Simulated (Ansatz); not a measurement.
# CH3S2: the cost of one run

Program: Ansatz 0.2.0. Level of theory: UKS r2SCAN-D4/6-31G*. These are calculated values, not measurements.

**1. The starting structure**

Bond lengths: C1–S2 1.761 Å, S2–S3 2.044 Å, C1–H4 1.099 Å, C1–H5 1.087 Å, C1–H6 1.091 Å. Angles: C1–S2–S3 100.2°, S2–C1–H4 109.9°, S2–C1–H5 115.2°, S2–C1–H6 114.8°, H4–C1–H5 102.5°, H4–C1–H6 105.2°, H5–C1–H6 108.2°.

Coordinates:

```xyz
6

C    -0.3125    0.3882   -0.1553
S    -0.0344   -0.8386    1.0768
S     1.6351   -1.7417    0.3185
H    -1.1812    1.0029    0.1183
H     0.4764    1.1286   -0.2564
H    -0.5413   -0.0034   -1.1480
```

**2. Relaxing end A**

input.yaml

```yaml
crystal:
  periodic: [false, false, false]
  atoms:
    - { symbol: C, position_ang: [-0.3125, 0.3882, -0.1553] }
    - { symbol: S, position_ang: [-0.0344, -0.8386, 1.0768] }
    - { symbol: S, position_ang: [1.6351, -1.7417, 0.3185] }
    - { symbol: H, position_ang: [-1.1812, 1.0029, 0.1183] }
    - { symbol: H, position_ang: [0.4764, 1.1286, -0.2564] }
    - { symbol: H, position_ang: [-0.5413, -0.0034, -1.148] }
magnetization:
  spin_polarized: true
  initial_magnetization: 1
basis:
  gaussian: { orbitals: "6-31G*" }
hamiltonian:
  xc: r2scan
  dispersion: d4
relax:
  f_tol: 0.015
  max_steps: 40
```

Command:

```bash
ansatz run input.yaml --threads 1 --pin off --max-ram 2048MiB --backend cpu --events-out ev --progress --plain --runs-dir out
```

What time and memory should one allow on 1 thread of Arm Neoverse V1, shared host?

About 37 s, with a peak of 0.16 GiB.
